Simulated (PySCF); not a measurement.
Compound: C3H5N3.
SMILES: `Cn1cnnc1`

The closed-shell ground state was solved at several levels (PySCF, density fitting, gas phase, non-relativistic). Geometry: PBE0-D3(BJ)/def2-SVP; no solvent, vibrations or thermal averaging.

| level | basis functions | HOMO (eV) | LUMO (eV) | gap (eV) | dipole (D) |
| --- | --- | --- | --- | --- | --- |
| PBE0/def2-SVP | 109 | -6.99 | 0.39 | 7.38 | 6.17 |
| PBE0/6-31G | 64 | -6.88 | 0.42 | 7.30 | 6.68 |
| PBE0/6-311+G(2d,p) | 192 | -7.36 | -0.09 | 7.27 | 6.27 |
| PBE0/STO-3G | 35 | -4.54 | 3.08 | 7.62 | 5.67 |
| PBE0/def2-TZVP | 216 | -7.27 | 0.20 | 7.47 | 6.16 |

Question: What might PBE0/6-31G* (94 basis functions) give for the same quantities?

Answer: HOMO -6.98 eV, LUMO 0.65 eV, gap 7.63 eV, dipole 6.10 D.

Question: How much does the basis alone move the frontier levels among the 6 PBE0 rows (the withheld one included)?

Answer: The HOMO by 2.82 eV and the LUMO by 3.17 eV. By rising basis size (HOMO, LUMO in eV): STO-3G -4.54, 3.08; 6-31G -6.88, 0.42; 6-31G* -6.98, 0.65; def2-SVP -6.99, 0.39; 6-311+G(2d,p) -7.36, -0.09; def2-TZVP -7.27, 0.20.

Question: How far do the dipole and the HOMO energy spread over the levels?

Answer: The dipole runs from 5.67 to 6.68 D (mean 6.18 D) and the HOMO from -7.36 to -4.54 eV.
